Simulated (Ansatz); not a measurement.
Mulliken charges of `FCC(F)Cl` from PBE/def2-TZVPP in Ansatz (PBE0-D4/def2-TZVP geometry).

| atom | x (Å) | y (Å) | z (Å) | charge (e) |
| --- | --- | --- | --- | --- |
| F1 | -0.356 | -0.815 | 1.579 | -0.190 |
| C2 | 0.298 | 0.039 | 0.725 | 0.046 |
| C3 | -0.321 | -0.069 | -0.645 | 0.137 |
| F4 | -0.105 | -1.302 | -1.163 | -0.147 |
| Cl5 | 0.421 | 1.154 | -1.694 | -0.116 |
| H6 | 0.197 | 1.061 | 1.097 | 0.082 |
| H7 | 1.353 | -0.241 | 0.675 | 0.091 |
| H8 | -1.396 | 0.116 | -0.631 | 0.097 |

Task: By hand: the dipole of these point charges (1 e Å = 4.8032 D).

Result: Σ q r = (0.008, 0.281, 0.103) e Å, of length 0.299 e Å = 1.44 D.

Task: How does the dipole of the full density compare? (An estimate is asked.)

Result: The calculation gave: (-0.010, 0.255, 0.108) e Å, 1.33 D; the point charges give 1.08 times that, at 5° from its direction.

Point charges leave out the atoms' own dipoles, such as those of lone pairs, and Mulliken's split depends on the basis, so the close match here is no proof of good charges.
